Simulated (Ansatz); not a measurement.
**C3H8N2: how energies converge with the basis set**

One table from this session's results is given with a row withheld; the runs are named, their logs left out.

Method: one geometry, several basis sets; program: Ansatz 0.2.0, Gaussian basis.

Levels to be run: PBE0-D4/def2-SVP; ωB97M-V/def2-SVP; PBE0-D4/def2-QZVPP; ωB97M-V/def2-QZVPP; the functionals' def2-TZVPP values are taken from earlier runs.

### Structure used throughout

An earlier PBE0-D4 in a triple-zeta def2 set relaxation fixed the geometry.

13 atoms, charge 0, spin multiplicity 1.

Atoms are counted from 1 here; the program's logs count them from 0.

Bond lengths: C1–N2 1.436 Å, C1–H6 1.094 Å, C1–H7 1.095 Å, C1–H8 1.102 Å, N2–C3 1.266 Å, C3–N4 1.360 Å, C3–H9 1.100 Å, N4–C5 1.440 Å, N4–H10 1.004 Å, C5–H11 1.096 Å, C5–H12 1.091 Å, C5–H13 1.090 Å. Angles: N2–C1–H6 110.1°, N2–C1–H7 110.2°, N2–C1–H8 113.7°, H6–C1–H7 106.7°, H6–C1–H8 108.1°, H7–C1–H8 107.9°, C1–N2–C3 117.4°, N2–C3–N4 123.0°, N2–C3–H9 123.3°, N4–C3–H9 113.7°, C3–N4–C5 120.4°, C3–N4–H10 116.4°, C5–N4–H10 117.8°, N4–C5–H11 112.4°, N4–C5–H12 109.5°, N4–C5–H13 109.1°, H11–C5–H12 107.3°, H11–C5–H13 109.4° and more.

Set-up of the first run:

Contents of in.yaml:

```yaml
crystal:
  periodic: [false, false, false]
  atoms:
    - {symbol: C, position_ang: [-1.942170, -0.387285, 1.036570]}
    - {symbol: N, position_ang: [-0.833887, -0.257897, 0.132764]}
    - {symbol: C, position_ang: [0.209110, 0.312881, 0.567265]}
    - {symbol: N, position_ang: [1.299368, 0.555289, -0.208797]}
    - {symbol: C, position_ang: [1.388209, 0.002545, -1.535587]}
    - {symbol: H, position_ang: [-2.227605, -1.439559, 1.132103]}
    - {symbol: H, position_ang: [-2.816106, 0.140341, 0.640786]}
    - {symbol: H, position_ang: [-1.737675, 0.004769, 2.045829]}
    - {symbol: H, position_ang: [0.308781, 0.685841, 1.597054]}
    - {symbol: H, position_ang: [2.156096, 0.754140, 0.274544]}
    - {symbol: H, position_ang: [1.398839, -1.093422, -1.530895]}
    - {symbol: H, position_ang: [0.523032, 0.316884, -2.120528]}
    - {symbol: H, position_ang: [2.294708, 0.370671, -2.016208]}
basis:
  gaussian: {orbitals: def2-SVP}
hamiltonian: {xc: pbe0, dispersion: d4}
output: {orbitals: {seedname: orbitals}}
```

Launch:

```console
$ ansatz run in.yaml --threads 4 --pin off --events-out ev --progress --plain --max-ram 10444MiB
```

Steps of the session up to this table: PBE0-D4 in def2-SVP; ωB97M-V in def2-SVP; PBE0-D4 in def2-QZVPP; ωB97M-V in def2-QZVPP.

One of the session's tables, all rows but one given; the rest of the session is left out.

It belongs to the step «Density functionals: the series». 

```
functional       basis  HOMO (eV)  LUMO (eV)
   PBE0-D4    def2-SVP      -6.14       1.38
   PBE0-D4  def2-TZVPP      -6.31       1.04
   PBE0-D4  def2-QZVPP      -6.35       0.61
   ωB97M-V    def2-SVP          ?          ?
   ωB97M-V  def2-TZVPP      -8.54       2.56
   ωB97M-V  def2-QZVPP      -8.58       1.66
```

Estimate the missing values for ωB97M-V, def2-SVP.

**Answer.** HOMO (eV): -8.35; LUMO (eV): 3.50. In the column «HOMO (eV)» it lies between ωB97M-V, def2-TZVPP (-8.54) and PBE0-D4, def2-QZVPP (-6.35).
